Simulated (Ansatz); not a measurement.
BH$_{3}$OSi, SMILES `B1O[SiH2]1` at its PBE0-D4/def2-TZVP geometry, where that method's forces vanish. Total charge 0; spin multiplicity 1.

```xyz
6

B     0.1199    0.5484    1.0068
O    -0.9453    0.5944    0.1956
Si    0.2050   -0.4642   -0.5970
H     0.3368    1.0715    2.0526
H     0.6243    0.0831   -1.9083
H    -0.3407   -1.8331   -0.7497
```

**Question.** What forces (eV/Å) does ωB97M-V/def2-TZVPP give on these atoms in Ansatz 0.2.0? (Best estimate.)

**Answer.** Computed: 
```
B1   0.098  0.061  0.183
O2  -0.040 -0.008 -0.046
Si3 -0.042 -0.068 -0.147
H4  -0.039 -0.072 -0.151
H5  -0.051 -0.080  0.155
H6   0.073  0.167  0.006
```
